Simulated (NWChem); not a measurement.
# CH4OSi (SMILES CO[SiH]) at 5 levels

Wanted: a comparison of 5 runs (HF/STO-3G, HF/3-21G, B3LYP/6-31G*, M06-2X/aug-cc-pVDZ) of CH4OSi. 

The results are computed with NWChem 7.3.0.

1 further run of the same task is left out (set aside as unsound or not needed).

**1. The molecule**

CH4OSi: 7 atoms, total charge 0, spin state singlet. As SMILES, `CO[SiH]`. The C1–H5 distance was set to 1.643 Å, away from the relaxed value. At this shape a bond of the SMILES string is far longer than usual.

Bond lengths: C1–O2 1.410 Å, O2–Si3 1.639 Å, C1–H4 1.092 Å, C1–H6 1.092 Å, Si3–H7 1.552 Å. Angles: C1–O2–Si3 130.6°, O2–C1–H4 109.2°, O2–C1–H6 109.2°, O2–Si3–H7 97.1°, H4–C1–H6 108.5°. A long bond or contact: C1–H5 1.643 Å.

**2. The energy at HF/STO-3G (run 1)**

Input file run.py:

```python
from ase import Atoms
from ase.calculators.nwchem import NWChem

molecule = Atoms(['C', 'O', 'Si', 'H', 'H', 'H', 'H'], positions=[
    [-0.990525, 0.454498, -0.073386],
    [-0.921325, -0.477502, 0.982714],
    [0.318775, -1.418302, 1.495014],
    [-1.774525, 0.149798, -0.770386],
    [0.443800, 0.547500, -0.868700],
    [-1.247425, 1.436498, 0.330514],
    [1.363575, -0.946602, 0.449214],
])

calc = NWChem(
    label='input',
    theory='scf',
    memory='2200 mb',
    basis='STO-3G',
    basispar='spherical bse',
    scf={'nopen': '0', 'rhf': None, 'thresh': '1e-08', 'maxiter': '80'},
    task='energy',
)
molecule.calc = calc

e = molecule.get_potential_energy()
print(f"E = {e:.6f} eV")
print("dipole (e A):", molecule.get_dipole_moment().round(4))
```

Command:

```console
export ASE_NWCHEM_COMMAND="nwchem PREFIX.nwi > PREFIX.nwo"
python run.py
```

Output:

```text
E = -10857.803398 eV
dipole (e A): [ 0.0264  0.0079 -0.0213]
```

The calculator wrote input.nwi:

```
title "input"

permanent_dir input

scratch_dir input

start input

geometry units angstrom nocenter noautosym noautoz
  C  -9.9052499999999999e-01 4.5449800000000001e-01 -7.3386000000000007e-02
  O  -9.2132499999999995e-01 -4.7750199999999998e-01 9.8271399999999998e-01
  Si 3.1877499999999998e-01 -1.4183020000000000e+00 1.4950140000000001e+00
  H  -1.7745249999999999e+00 1.4979799999999999e-01 -7.7038600000000002e-01
  H  4.4379999999999997e-01 5.4749999999999999e-01 -8.6870000000000003e-01
  H  -1.2474250000000000e+00 1.4364980000000001e+00 3.3051399999999997e-01
  H  1.3635750000000000e+00 -9.4660200000000005e-01 4.4921400000000000e-01
end

memory 2200 mb

basis spherical bse noprint
   * library STO-3G
end

scf
  nopen 0
  rhf
  thresh 1e-08
  maxiter 80
end

task scf energy
```

input.nwo, shortened:

```text
[...]
      One-electron energy =   -752.935717440443
[... 1 line left out ...]
 Nuclear repulsion energy =     99.458637758481
[... 31 lines left out ...]
                       ROHF Final Molecular Orbital Analysis
[... 145 lines left out ...]
 center of mass
[...]
```

Run time: 2 s. Hardware: 1 thread of AMD EPYC 7R32 (Zen 2), shared host; peak memory 0.099 GiB.

**3. The energy at HF/3-21G (run 2)**

Input file struct.xyz:

```xyz
7
CH4OSi
C     -0.990525     0.454498    -0.073386
O     -0.921325    -0.477502     0.982714
Si     0.318775    -1.418302     1.495014
H     -1.774525     0.149798    -0.770386
H      0.443800     0.547500    -0.868700
H     -1.247425     1.436498     0.330514
H      1.363575    -0.946602     0.449214
```

Input file run.py:

```python
from ase.io import read
from ase.calculators.nwchem import NWChem

atoms = read('struct.xyz')

calc = NWChem(
    label='struct',
    theory='scf',
    memory='2200 mb',
    basis='3-21G',
    basispar='spherical bse',
    scf={'nopen': '0', 'rhf': None, 'thresh': '1e-08', 'maxiter': '80'},
    task='energy',
)
atoms.calc = calc

e = atoms.get_potential_energy()
print(f"E = {e:.6f} eV")
print("dipole (e A):", atoms.get_dipole_moment().round(4))
```

Command:

```console
export ASE_NWCHEM_COMMAND="nwchem PREFIX.nwi > PREFIX.nwo"
python run.py
```

Output:

```text
E = -10931.575707 eV
dipole (e A): [-0.0257  0.2227 -0.2474]
```

The calculator wrote struct.nwi:

```
title "struct"

permanent_dir struct

scratch_dir struct

start struct

geometry units angstrom nocenter noautosym noautoz
  C  -9.9052499999999999e-01 4.5449800000000001e-01 -7.3386000000000007e-02
  O  -9.2132499999999995e-01 -4.7750199999999998e-01 9.8271399999999998e-01
  Si 3.1877499999999998e-01 -1.4183020000000000e+00 1.4950140000000001e+00
  H  -1.7745249999999999e+00 1.4979799999999999e-01 -7.7038600000000002e-01
  H  4.4379999999999997e-01 5.4749999999999999e-01 -8.6870000000000003e-01
  H  -1.2474250000000000e+00 1.4364980000000001e+00 3.3051399999999997e-01
  H  1.3635750000000000e+00 -9.4660200000000005e-01 4.4921400000000000e-01
end

memory 2200 mb

basis spherical bse noprint
   * library 3-21G
end

scf
  nopen 0
  rhf
  thresh 1e-08
  maxiter 80
end

task scf energy
```

struct.nwo, shortened:

```text
[...]
      One-electron energy =   -752.666225433211
[... 1 line left out ...]
 Nuclear repulsion energy =     99.458637758481
[... 34 lines left out ...]
                       ROHF Final Molecular Orbital Analysis
[... 163 lines left out ...]
 center of mass
[...]
```

It took 2.2 s on 1 thread of AMD EPYC 7R32 (Zen 2), shared host; peak memory 0.1 GiB.

**4. A single-point energy at B3LYP/6-31G(d) (spherical functions) (run 3)**

Input file run.py:

```python
from ase import Atoms
from ase.calculators.nwchem import NWChem

mol = Atoms(['C', 'O', 'Si', 'H', 'H', 'H', 'H'], positions=[
    [-0.990525, 0.454498, -0.073386],
    [-0.921325, -0.477502, 0.982714],
    [0.318775, -1.418302, 1.495014],
    [-1.774525, 0.149798, -0.770386],
    [0.443800, 0.547500, -0.868700],
    [-1.247425, 1.436498, 0.330514],
    [1.363575, -0.946602, 0.449214],
])

calc = NWChem(
    label='struct',
    theory='dft',
    memory='2200 mb',
    basis='6-31G*',
    basispar='spherical bse',
    dft={'xc': 'b3lyp', 'mult': '1', 'grid': 'xfine', 'convergence': 'energy 1e-08', 'iterations': '100', 'mulliken': None},
    task='energy',
)
mol.calc = calc

print("Total energy (eV):", round(mol.get_potential_energy(), 6))
print("dipole (e A):", mol.get_dipole_moment().round(4))
```

Command:

```console
export ASE_NWCHEM_COMMAND="nwchem PREFIX.nwi > PREFIX.nwo"
python run.py
```

Output:

```text
Total energy (eV): -11024.114306
dipole (e A): [-0.0809  0.1993 -0.1939]
```

The calculator wrote struct.nwi:

```
title "struct"

permanent_dir struct

scratch_dir struct

start struct

geometry units angstrom nocenter noautosym noautoz
  C  -9.9052499999999999e-01 4.5449800000000001e-01 -7.3386000000000007e-02
  O  -9.2132499999999995e-01 -4.7750199999999998e-01 9.8271399999999998e-01
  Si 3.1877499999999998e-01 -1.4183020000000000e+00 1.4950140000000001e+00
  H  -1.7745249999999999e+00 1.4979799999999999e-01 -7.7038600000000002e-01
  H  4.4379999999999997e-01 5.4749999999999999e-01 -8.6870000000000003e-01
  H  -1.2474250000000000e+00 1.4364980000000001e+00 3.3051399999999997e-01
  H  1.3635750000000000e+00 -9.4660200000000005e-01 4.4921400000000000e-01
end

memory 2200 mb

basis spherical bse noprint
   * library 6-31G*
end

dft
  xc b3lyp
  mult 1
  grid xfine
  convergence energy 1e-08
  iterations 100
  mulliken
end

task dft energy
```

struct.nwo, shortened:

```text
[...]
      One electron energy =     -755.706949460737
[... 1 line left out ...]
    Exchange-Corr. energy =      -36.306066255799
[... 6 lines left out ...]
                       DFT Final Molecular Orbital Analysis
[... 398 lines left out ...]
    Atom       Charge   Shell Charges
[...]
```

Wall time 17 s (1 thread of AMD EPYC 7R32 (Zen 2), shared host); peak memory 0.13 GiB.

Run 4 isn't shown in full; the table further down has it.

**5. A single-point energy at M06-2X/aug-cc-pVDZ (run 5)**

Input file run.nw:

```
start run
title "CH4OSi energy"
memory stack 880 mb heap 220 mb global 1100 mb

geometry units angstroms noautosym nocenter noautoz
C     -0.990525     0.454498    -0.073386
O     -0.921325    -0.477502     0.982714
Si     0.318775    -1.418302     1.495014
H     -1.774525     0.149798    -0.770386
H      0.443800     0.547500    -0.868700
H     -1.247425     1.436498     0.330514
H      1.363575    -0.946602     0.449214
end

basis spherical bse
C library aug-cc-pVDZ
O library aug-cc-pVDZ
Si library aug-cc-pVDZ
H library aug-cc-pVDZ
end

dft
xc m06-2x
grid fine
convergence energy 1e-08
iterations 100
mulliken
noprint "final vectors analysis"
end

task dft energy
```

Command:

```console
nwchem run.nw > run.out
```

Output:

```text
[...]
          Wavefunction type:  closed shell.
          No. of atoms     :     7
          No. of electrons :    32
[...]
          Charge           :     0
          Spin multiplicity:     1
[...]
          AO basis - number of functions:   109
[...]
              XC Information
              --------------
                       M06-2X Method XC Functional
                     Hartree-Fock (Exact) Exchange  0.540
                        M06-2X Exchange Functional  1.000
                      M06-2X Correlation Potential  1.000
[...]
 d= 0,ls=0.0,diis     1   -405.0148258060 -5.04D+02  1.16D-02  4.02D-01     5.9
[...]
 d= 0,ls=0.0,diis     9   -405.0651704049 -8.75D-09  9.03D-07  9.49D-09    41.8
         Total DFT energy =     -405.065170404936
      One electron energy =     -755.492193068769
           Coulomb energy =      287.151660993577
    Exchange-Corr. energy =      -36.183276088224
 Nuclear repulsion energy =       99.458637758481
[...]
      Total Density - Mulliken Population Analysis
     ---------------------------------------------
    Atom       Charge   Shell Charges
 -----------   ------   -------------------------------------------------------
    1 C    6     5.38   2.01  0.67  0.27  0.07  1.92  0.38  0.02  0.08 -0.04
    2 O    8     8.68   2.01  0.82  0.98  0.14  2.84  1.83  0.01  0.01  0.04
    3 Si  14    13.58   2.00  2.04  0.94  0.75  0.00  6.01  1.05  0.60 -0.00  0.19  0.00
    4 H    1     1.31   0.77  0.50  0.02  0.02 -0.01
    5 H    1     0.81   0.56  0.27  0.00  0.01 -0.03
    6 H    1     1.31   0.77  0.50  0.02  0.02 -0.01
    7 H    1     0.93   0.73  0.17  0.01  0.01  0.02
[...]
```

Wall time 43 s (1 thread of AMD EPYC 7R32 (Zen 2), shared host); peak memory 0.12 GiB.

**6. All runs side by side**

```csv
run,level,iteration cap,module,energy (Eh),dipole moment (D),HOMO energy (eV),LUMO energy (eV),wall time
1,HF/STO-3G,80,scf,-399.016918,0.17,-6.37,6.69,2 s
2,HF/3-21G,80,scf,-401.728001,1.60,-8.90,1.28,2.2 s
3,B3LYP/6-31G* (spherical functions),100,dft,-405.128732,1.39,-6.28,-2.07,17 s
4,B3LYP/6-31G* (Cartesian functions),100,dft,-405.132330,1.38,–,–,17 s
5,M06-2X/aug-cc-pVDZ,100,dft,-405.065170,1.14,–,–,43 s
```

**7. Results**

```
            quantity          value
 run 5: total energy  -405.06517 Eh
run 5: dipole moment         1.14 D
```

In words: The dipole moment (its size) runs from 0.17 D (HF/STO-3G) to 1.60 D (HF/3-21G). Over runs 1, 2, 3 the HOMO–LUMO gap runs from 4.21 eV (B3LYP/6-31G*) to 13.06 eV (HF/STO-3G). The two ends differ in method and basis. Totals of different functionals can't be ranked against each other. In run 1 the basis is minimal, so the values are rough. All runs together took 81 s, the longest 43 s.
